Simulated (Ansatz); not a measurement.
Ansatz (an electronic-structure program) input:

Ansatz 0.2 input:
```yaml
crystal:
  periodic: [false, false, false]
  atoms:
    - {symbol: C, position_ang: [0.00557323, -0.79423516, 0.79021397]}
    - {symbol: C, position_ang: [0.04284263, 0.59864168, 0.87187224]}
    - {symbol: C, position_ang: [-0.04502904, -0.86905783, -0.60253123]}
    - {symbol: C, position_ang: [-0.00905378, 0.65755113, -0.65395388]}
    - {symbol: H, position_ang: [0.01384602, -1.57206414, 1.56382232]}
    - {symbol: H, position_ang: [-0.51491520, 1.26056450, 1.54761432]}
    - {symbol: H, position_ang: [0.51237111, -1.53536013, -1.27401850]}
    - {symbol: H, position_ang: [0.87538301, 1.09998568, -1.14215327]}
    - {symbol: H, position_ang: [-0.90228067, 1.13968959, -1.08512400]}
basis:
  gaussian:
    orbitals: def2-TZVP
hamiltonian:
  xc: b3lyp
  dispersion: d3bj
total_charge: -1
relax: {f_tol: 0.002, max_steps: 150}
```

Problem. Which total energy does the run end on?

Solution. -155.38813 Eh (B3LYP-D3(BJ)/def2-TZVP). The basis has 154 functions. The run takes around 60 core-seconds (rough).

It need not be the lowest isomer of its formula. Whether it binds its extra electron was not tested at this geometry.
